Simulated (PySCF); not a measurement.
Process, species as SMILES: C#N (CH-N) → [C-]#[NH+] (C-NH)
B3LYP-D3(BJ)/def2-TZVP geometries, fixed; electronic energies without zero-point terms.
Largest species:
```xyz
3

C      0.0000     0.0000    -0.4969
N      0.0000     0.0000     0.6493
H      0.0000     0.0000    -1.5636
```
Charge 0, spin multiplicity 1.

Effect of the atomic grid (radial, angular points) at B3LYP/aug-cc-pVTZ with PySCF, against the last row, where the isomerisation energy is 13.99 kcal/mol. Cost is core time over that of atom_grid: 75, 302, unpruned, rough, on shared machines of one kind; a dash marks a row that isn't timed (too short, read off another run, short of memory, by another algorithm or on other hardware).

```tsv
setting	grid points, largest species	largest shift of a total energy (mEh)	shift of the isomerisation energy (kcal/mol)	cost
atom_grid: 30, 110, unpruned	9904	-0.004	0.004	-
atom_grid: 50, 194, unpruned	29104	0.001	0.000	0.5×
atom_grid: 75, 302, unpruned	67952	0.000	0.000	1×
atom_grid: 99, 590, unpruned	175232	0.000	0.000	2×
atom_grid: 150, 974, unpruned	438304	0.000	0.000	5×
```

Within 0.02 kcal/mol in the isomerisation energy: atom_grid: 30, 110, unpruned; atom_grid: 50, 194, unpruned; atom_grid: 75, 302, unpruned; atom_grid: 99, 590, unpruned. The largest shift is 0.004 mEh in a total energy and 0.004 kcal/mol in the difference.
